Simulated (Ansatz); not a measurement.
Relative stability

Two isomers of CH₃ClSi, closed shell, relaxed at PBE0-D4/def2-TZVP (vibrations not checked).

A:

Si1  (-0.833, 0.001, -0.048)
C2  (0.809, -0.397, 0.867)
Cl3  (-0.397, -1.148, 2.012)
H4  (-0.828, -1.344, -0.768)
H5  (1.488, -1.180, 0.543)
H6  (1.312, 0.392, 1.421)
(Å)

B:

```xyz
6
angstrom
C -0.3105 0.4221 -0.3973
Si 0.7650 -0.1860 0.7538
Cl 1.3466 -2.1290 0.8448
H -0.7686 -0.1798 -1.1712
H -0.5706 1.4746 -0.3776
H 1.4089 0.5979 1.8209
```

Computed with Ansatz 0.2.0 (basis: def2-TZVPP); correlated methods freeze the cores. B3LYP uses VWN-RPA correlation.

Task: Which structure is lower at CCSD(T), and by how much? (To be estimated.)

Result: The calculation gives: B, by 146.9 kJ/mol (electronic energy, against the other). By their contacts, A is CH₃ClSi ([CH2]1[SiH][Cl]1) and B is CH₃ClSi ([CH2][SiH][Cl]).

All methods give the same order:

| method | E(B) − E(A) (kJ/mol) |
| --- | --- |
| PBE-D4 | -139.7 |
| r2SCAN-D4 | -157.9 |
| PBE0-D4 | -141.0 |
| B3LYP-D4 | -148.8 |
| wB97M-V | -137.8 |
| HF | -151.9 |
| MP2 | -156.9 |
| CCSD | -146.1 |
| CCSD(T) | -146.9 |

The T1 diagnostic stays at or below 0.013. The restricted Hartree–Fock reference is unstable towards an unrestricted one at one or more of these structures.

Labels in which every atom is bracketed show which atoms are joined, not bond orders.
